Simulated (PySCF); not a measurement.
Atomic charges against the basis set

Compound: propionyl chloride, C₃H₅ClO.
Numbering: `[CH3:1][CH2:2][C:3](=[O:4])[Cl:5]` (hydrogens: H6, H7, H8 on C1; H9, H10 on C2)

PBE0 throughout (PySCF), one geometry, spherical d and f functions. One conformer (not necessarily the lowest) at the PBE0-D3(BJ)/def2-SVP geometry, without solvent, vibrations or thermal averaging. Atoms taken as equivalent share a column and are averaged.

Mulliken charges (e):

```json
{"basis": "STO-3G", "functions": "34", "C1": "-0.233", "C2": "-0.157", "C3": "+0.213", "O4": "-0.143", "Cl5": "-0.176", "H6/H7/H8": "+0.091", "H9/H10": "+0.111"}
{"basis": "6-31G", "functions": "59", "C1": "-0.493", "C2": "-0.383", "C3": "+0.114", "O4": "-0.309", "Cl5": "+0.055", "H6/H7/H8": "+0.188", "H9/H10": "+0.226"}
{"basis": "6-31G*", "functions": "84", "C1": "-0.530", "C2": "-0.415", "C3": "+0.285", "O4": "-0.324", "Cl5": "-0.055", "H6/H7/H8": "+0.196", "H9/H10": "+0.226"}
{"basis": "def2-SVP", "functions": "99", "C1": "-0.077", "C2": "-0.086", "C3": "+0.098", "O4": "-0.141", "Cl5": "-0.144", "H6/H7/H8": "+0.060", "H9/H10": "+0.085"}
{"basis": "6-311+G(2d,p)", "functions": "173", "C1": "-0.629", "C2": "-0.119", "C3": "+0.097", "O4": "-0.301", "Cl5": "+0.114", "H6/H7/H8": "+0.162", "H9/H10": "+0.176"}
{"basis": "def2-TZVP", "functions": "191", "C1": "-0.357", "C2": "-0.207", "C3": "+0.209", "O4": "-0.207", "Cl5": "-0.132", "H6/H7/H8": "+0.135", "H9/H10": "+0.145"}
```

IAO charges (e):

```tsv
basis	functions	C1	C2	C3	O4	Cl5	H6/H7/H8	H9/H10
STO-3G	34	-0.394	-0.295	+0.185	-0.137	-0.114	+0.144	+0.162
6-31G	59	-0.434	-0.307	+0.326	-0.305	-0.116	+0.159	+0.180
6-31G*	84	-0.414	-0.300	+0.372	-0.332	-0.124	+0.151	+0.171
def2-SVP	99	-0.403	-0.296	+0.372	-0.333	-0.115	+0.147	+0.168
6-311+G(2d,p)	173	-0.427	-0.306	+0.385	-0.349	-0.121	+0.155	+0.176
def2-TZVP	191	-0.427	-0.306	+0.388	-0.350	-0.119	+0.155	+0.175
```

Hirshfeld charges (e):

| basis | functions | C1 | C2 | C3 | O4 | Cl5 | H6/H7/H8 | H9/H10 |
| --- | --- | --- | --- | --- | --- | --- | --- | --- |
| STO-3G | 34 | -0.035 | -0.001 | +0.204 | -0.097 | -0.208 | +0.022 | +0.035 |
| 6-31G | 59 | -0.096 | -0.048 | +0.190 | -0.187 | -0.102 | +0.044 | +0.056 |
| 6-31G* | 84 | -0.095 | -0.047 | +0.196 | -0.190 | -0.106 | +0.044 | +0.056 |
| def2-SVP | 99 | -0.110 | -0.067 | +0.194 | -0.190 | -0.073 | +0.046 | +0.054 |
| 6-311+G(2d,p) | 173 | -0.110 | -0.073 | +0.177 | -0.195 | -0.065 | +0.049 | +0.059 |
| def2-TZVP | 191 | -0.114 | -0.072 | +0.184 | -0.195 | -0.069 | +0.049 | +0.060 |

**Question.** Which scheme is steadiest as the basis changes?

**Answer.** Largest range over the bases for any column: Hirshfeld 0.14 e, IAO 0.21 e, Mulliken 0.55 e. Hirshfeld charges move least and Mulliken charges most, counted in e. Without the minimal STO-3G basis the ranges are Hirshfeld 0.04, IAO 0.06, Mulliken 0.55 e.

**Question.** How much do the charges still move between the two largest bases, 6-311+G(2d,p) and def2-TZVP?

**Answer.** At most, over all atoms: Mulliken 0.272 e, IAO 0.002 e, Hirshfeld 0.007 e.

**Question.** What do the same runs give for the total energy, the frontier levels and the dipole moment?

**Answer.** 
| basis | energy (Eh) | HOMO (eV) | LUMO (eV) | μ (D) |
| --- | --- | --- | --- | --- |
| STO-3G | -644.9580 | -6.03 | 1.78 | 2.69 |
| 6-31G | -652.2899 | -8.49 | -0.96 | 3.18 |
| 6-31G* | -652.3678 | -8.37 | -0.71 | 2.89 |
| def2-SVP | -652.1057 | -8.41 | -0.76 | 2.74 |
| 6-311+G(2d,p) | -652.4626 | -8.57 | -1.04 | 2.94 |
| def2-TZVP | -652.4795 | -8.51 | -0.95 | 2.87 |

The dipole is fixed by the density alone, so its range of 0.49 D shows that the density itself changes with the basis, not only its division among atoms.
